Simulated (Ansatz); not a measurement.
Relaxation of H6OSi2 (9 atoms, charge 0, multiplicity 1), to a largest force component of 0.02 eV/Å in at most 40 steps.

These are results of Ansatz, RKS B3LYP/def2-SVP, not measurements.

```xyz
9
Properties=species:S:1:pos:R:3
Si 0.000 0.000 0.000
O 0.000 0.000 1.680
Si -1.315 -0.407 2.644
H -2.239 -1.240 1.880
H -0.851 -1.143 3.816
H -1.999 0.809 3.073
H 1.377 0.000 -0.486
H -0.688 1.191 -0.486
H -0.688 -1.191 -0.486
```

**Question.** Where does it end, and by what steps?

**Answer.** It converged. After 5 steps the energy has fallen by 0.154 eV; H4 moved furthest, 0.53 Å.

| step | energy less start (eV) | largest force component (eV/Å) | accepted |
| --- | --- | --- | --- |
| 0 | 0.0000 | 0.684 | yes |
| 1 | -0.0744 | 0.368 | yes |
| 2 | -0.1045 | 0.371 | yes |
| 3 | -0.1381 | 0.429 | yes |
| 4 | -0.1420 | 0.176 | yes |
| 5 | -0.1541 | 0.004 | yes |

```xyz
9
Properties=species:S:1:pos:R:3
Si 0.026 0.013 -0.125
O -0.356 -0.169 1.477
Si -1.394 -0.444 2.739
H -2.462 -1.407 2.337
H -0.626 -1.013 3.880
H -2.032 0.834 3.166
H 1.507 -0.011 -0.270
H -0.496 1.313 -0.639
H -0.567 -1.097 -0.929
```

Whether the end is a true minimum wasn't checked by a vibrational analysis.

The run took 28 s on 1 thread of Arm Neoverse N1, on a shared host, peak memory 0.15 GiB.
